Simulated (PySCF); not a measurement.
CH3F, charge +1, multiplicity 2. Atoms are numbered in the order given.

```xyz
5

C      0.0828     0.5663     0.0000
F     -0.0188    -0.7167     0.0000
H      1.0886     0.9794     0.0000
H     -0.7083     1.0367    -0.7247
H     -0.7083     1.0367     0.7247
```
Charge +1, spin multiplicity 2.

Coordinates come from a B3LYP-D3(BJ)/def2-TZVP optimisation. The multiplicity is an assumed one; other spin states were not compared.

These are B3LYP/def2-TZVPD (PySCF) values and carry that method's errors.

Mulliken values depend strongly on the basis, most of all with diffuse functions as here. Atomic charges (e):

```json
[
 {"atom": "C1", "Mulliken": "-0.05", "meta-Löwdin": "0.15", "Mulliken spin": "0.29"},
 {"atom": "F2", "Mulliken": "0.01", "meta-Löwdin": "0.01", "Mulliken spin": "0.27"},
 {"atom": "H3", "Mulliken": "0.38", "meta-Löwdin": "0.22", "Mulliken spin": "-0.02"},
 {"atom": "H4", "Mulliken": "0.33", "meta-Löwdin": "0.31", "Mulliken spin": "0.23"},
 {"atom": "H5", "Mulliken": "0.33", "meta-Löwdin": "0.31", "Mulliken spin": "0.23"}
]
```
